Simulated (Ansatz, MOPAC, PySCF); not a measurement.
Process, species as SMILES: O=BCl + 3 [H][H] (H2) → B (BH3) + Cl (HCl) + O (H2O)

Property: energy of full hydrogenation (enthalpy at 298 K), in kcal/mol. Conventions: dispersion terms only where a functional's name holds one; frozen cores in correlated levels; LANL2DZ with its own core potentials from Na on; 6-311+G** with 5d, 6d on Na to Ar in Ansatz (a quantum-chemistry and plane-wave program); non-relativistic; spin-orbit terms left out; 6-31G* and kin with 6d, 5d where marked. CBS marks a two-point X^-3 extrapolation of the correlation energy; Hartree-Fock from the larger set. Ab initio and DFT rows: single points at B3LYP-D3(BJ) geometries (Ansatz), with unscaled harmonic terms from B3LYP/6-31G* (Ansatz) at its own minima. Semi-empirical rows: MOPAC heats of formation at their own minima for 298 K.

Coupled cluster (Ansatz) is a level with limits of its own, used here on species with T1 under 0.025 (0.045 for open shells) and stable references: CCSD(T)/CBS(aug-cc-pV(T+d)Z,aug-cc-pV(Q+d)Z).

Value to compare with, CCSD(T)/CBS(aug-cc-pV(T+d)Z,aug-cc-pV(Q+d)Z) (Ansatz): 31.3 kcal/mol.

```json
[
 {"level": "PM3", "program": "MOPAC", "energy of full hydrogenation (enthalpy at 298 K) (kcal/mol)": "104.4", "difference": "73.1"},
 {"level": "SVWN5/6-31G*", "program": "Ansatz", "energy of full hydrogenation (enthalpy at 298 K) (kcal/mol)": "44.2", "difference": "12.9"},
 {"level": "PBE/STO-3G", "program": "Ansatz", "energy of full hydrogenation (enthalpy at 298 K) (kcal/mol)": "86.6", "difference": "55.3"},
 {"level": "BLYP/6-31G*", "program": "Ansatz", "energy of full hydrogenation (enthalpy at 298 K) (kcal/mol)": "52.1", "difference": "20.8"},
 {"level": "BP86/6-31G* (5d)", "program": "PySCF", "energy of full hydrogenation (enthalpy at 298 K) (kcal/mol)": "49.4", "difference": "18.1"},
 {"level": "B3LYP/STO-3G", "program": "Ansatz", "energy of full hydrogenation (enthalpy at 298 K) (kcal/mol)": "75.7", "difference": "44.4"},
 {"level": "B3LYP/LANL2DZ", "program": "Ansatz", "energy of full hydrogenation (enthalpy at 298 K) (kcal/mol)": "35.2", "difference": "3.9"},
 {"level": "B3LYP/6-31G*", "program": "Ansatz", "energy of full hydrogenation (enthalpy at 298 K) (kcal/mol)": "44.2", "difference": "12.9"},
 {"level": "B3LYP/6-31+G*", "program": "Ansatz", "energy of full hydrogenation (enthalpy at 298 K) (kcal/mol)": "37.7", "difference": "6.4"},
 {"level": "PBE0/6-311+G**", "program": "Ansatz", "energy of full hydrogenation (enthalpy at 298 K) (kcal/mol)": "27.8", "difference": "-3.5"},
 {"level": "PBE/def2-TZVPD", "program": "Ansatz", "energy of full hydrogenation (enthalpy at 298 K) (kcal/mol)": "34.7", "difference": "3.4"},
 {"level": "M06-2X/def2-TZVPD", "program": "PySCF", "energy of full hydrogenation (enthalpy at 298 K) (kcal/mol)": "32.6", "difference": "1.3"}
]
```

Among the 10 habitual levels, PM3 lies farthest from CCSD(T)/CBS(aug-cc-pV(T+d)Z,aug-cc-pV(Q+d)Z) (Ansatz) (73.1 kcal/mol); 9 of 10 lie above it, and their mean absolute difference is 25.1 kcal/mol, the median 15.5. One case shows no general order.

The levels are drawn from those run, B3LYP/6-31G* more often than the rest, none by its result; left out are runs that failed, that the program found above a lower state of the same kind, or whose <S^2> lies over 0.5 above the pure value.
